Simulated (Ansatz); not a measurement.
# CH5BN radical: up Jacob's ladder to CCSD(T)

An exercise on one series of results from a longer session: the logs are not shown, and one member is left open.

Method: functionals in def2-TZVPP, the program's frozen cores in correlated methods; program: Ansatz 0.2.0, Gaussian basis.

Plan: LDA (SPW92), PBE-D4, revPBE-D4, BLYP-D4, r2SCAN-D4, B97M-V, PBE0-D4, B3LYP-D4, r2SCANh-D4, r2SCAN0-D4, HSE06-D4, BHLYP-D4, CAM-B3LYP-D4, LC-ωPBE, ωB97X-V, ωB97M-V, B2PLYP, PBE-QIDH; CCSD(T)/def2-SVP; CCSD(T)/def2-TZVPP; MP2/def2-QZVPP; extrapolation to the limit; RPA on PBE.

**The geometry**

An earlier PBE0-D4 in a triple-zeta def2 set relaxation fixed the geometry.

SMILES `B[N]C`, 8 atoms, charge 0, spin multiplicity 2.

Atoms are counted from 1 here; the program's logs count them from 0.

Bond lengths: B1–N2 1.332 Å, B1–H4 1.210 Å, B1–H5 1.203 Å, N2–C3 1.390 Å, C3–H6 1.096 Å, C3–H7 1.096 Å, C3–H8 1.102 Å. Angles: N2–B1–H4 118.7°, N2–B1–H5 121.1°, H4–B1–H5 120.3°, B1–N2–C3 164.6°, N2–C3–H6 112.2°, N2–C3–H7 112.2°, N2–C3–H8 108.9°, H6–C3–H7 109.2°, H6–C3–H8 107.0°, H7–C3–H8 107.0°.

The first run:

in.yaml reads:

```yaml
crystal:
  periodic: [false, false, false]
  atoms:
    - {symbol: B, position_ang: [-0.373897, 1.096112, -0.964989]}
    - {symbol: N, position_ang: [0.058473, 0.275617, -0.008733]}
    - {symbol: C, position_ang: [0.339565, -0.835890, 0.776791]}
    - {symbol: H, position_ang: [-1.007771, 0.632315, -1.885444]}
    - {symbol: H, position_ang: [-0.143047, 2.276448, -0.921567]}
    - {symbol: H, position_ang: [-0.096385, -0.755029, 1.778568]}
    - {symbol: H, position_ang: [1.416208, -1.018163, 0.865292]}
    - {symbol: H, position_ang: [-0.101045, -1.728611, 0.304382]}
basis:
  gaussian: {orbitals: def2-TZVPP}
magnetization: {spin_polarized: true, initial_magnetization: 1}
hamiltonian: {xc: lda}
output: {orbitals: {seedname: orbitals}}
```

Among the steps run: LDA; PBE-D4 (GGA); revPBE-D4 (GGA); BLYP-D4 (GGA); r2SCAN-D4 (meta-GGA); B97M-V (meta-GGA); PBE0-D4 (hybrid); B3LYP-D4 (hybrid); r2SCANh-D4 (hybrid); r2SCAN0-D4 (hybrid); HSE06-D4 (hybrid); BHLYP-D4 (hybrid); CAM-B3LYP-D4 (range-separated); LC-ωPBE-D4 (range-separated; the results give it without D4); ωB97X-V (range-separated); ωB97M-V (range-separated); B2PLYP (double hybrid); PBE-QIDH (double hybrid).

One of the session's tables, all rows but one given; the rest of the session is left out.

It belongs to the step «Orbital energies across the functionals». 

| functional | HOMO (eV) | LUMO (eV) | gap (eV) |
| --- | --- | --- | --- |
| LDA (SPW92) | -5.48 | -4.25 | 1.22 |
| PBE-D4 | -5.58 | -3.91 | 1.66 |
| revPBE-D4 | -5.57 | -3.83 | 1.74 |
| BLYP-D4 | -5.48 | -3.86 | 1.63 |
| r2SCAN-D4 | -6.06 | -3.33 | 2.73 |
| B97M-V | -5.98 | -3.53 | 2.45 |
| PBE0-D4 | -7.12 | -2.62 | 4.51 |
| B3LYP-D4 | -6.86 | -3.02 | 3.84 |
| r2SCANh-D4 | -6.63 | -2.87 | 3.76 |
| r2SCAN0-D4 | -7.47 | -2.16 | 5.31 |
| HSE06-D4 | -6.71 | -3.01 | 3.70 |
| BHLYP-D4 | ? | ? | ? |
| CAM-B3LYP-D4 | -8.51 | -1.51 | 7.01 |
| LC-ωPBE | -9.89 | -0.16 | 9.73 |
| ωB97X-V | -9.45 | -0.48 | 8.97 |
| ωB97M-V | -9.24 | -0.61 | 8.63 |

Estimate the missing values for BHLYP-D4.

Worked estimate for «HOMO (eV)». Against the share of exact exchange, BLYP-D4 (0, -5.48), B3LYP-D4 (0.2, -6.86) give a slope of -6.90 per unit share; at 0.5 the line stands at -8.93.

As computed: HOMO (eV): -8.57; LUMO (eV): -1.23; gap (eV): 7.33. In «HOMO (eV)» the line misses by -0.36.
